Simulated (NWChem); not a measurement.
Species: C2H4O2, triplet; SMILES of the neutral closed-shell parent O(C)C=O

```xyz
8

C     -0.4935    -1.3596    -0.0671
O      0.5469    -0.4979     0.3580
C      0.5869     0.7278    -0.2303
O     -0.2290     1.5758     0.3957
H     -0.4123    -1.5743    -1.1478
H     -0.3860    -2.2955     0.4969
H     -1.4860    -0.9263     0.1385
H      0.5122     0.7747    -1.3367
```
Atoms are numbered in this order, from 1.

Level: PBE0/def2-SVP, spin-unrestricted (NWChem), optimised geometry, unscaled harmonic frequencies. This spin state was assumed; another may lie lower.

```tsv
frequency (cm⁻¹)	IR intensity (km/mol)
95	6.6
161	1.2
308	14.1
392	8.9
890	17.2
984	37.8
1143	29.2
1150	35.1
1183	10.5
1208	34.8
1300	18.2
1450	2.0
1456	6.4
1475	12.5
3006	31.0
3030	37.5
3123	24.4
3181	8.9
```

```json
{
  "zero_point_energy": "36.5 kcal/mol",
  "thermal correction to the enthalpy at 298.15 K (with zero-point energy)": "40.3 kcal/mol",
  "heat capacity Cv": "15.2 cal/(mol K)",
  "entropy at 298.15 K and 1 atm (symmetry number 1, electronic part: spin degeneracy alone)": "73.0 cal/(mol K)",
  "dipole_moment": "2.43 D"
}
```

Rigid rotor and harmonic oscillator; modes under 100 cm⁻¹ make the entropy uncertain.
